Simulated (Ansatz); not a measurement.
Ansatz (a program for electronic structure) input:

Ansatz 0.2 input:
```yaml
crystal:
  periodic: [false, false, false]
  atoms:
    - {symbol: O, position_ang: [-0.94527501, -0.17803293, -0.00921148]}
    - {symbol: C, position_ang: [0.12983909, 0.86646627, -0.01158181]}
    - {symbol: O, position_ang: [1.25652467, 0.31750610, 0.02262440]}
    - {symbol: H, position_ang: [-0.51009216, -1.04665750, 0.01894312]}
basis:
  gaussian:
    orbitals: def2-TZVP
hamiltonian:
  xc: b3lyp
  dispersion: d3bj
total_charge: -1
relax: {f_tol: 0.002, max_steps: 150}
```

Which total energy does the run end on?

-189.22756 Eh (B3LYP-D3(BJ)/def2-TZVP). The basis has 99 functions.

It need not be the lowest isomer of its formula. Whether it binds its extra electron was not tested at this geometry.
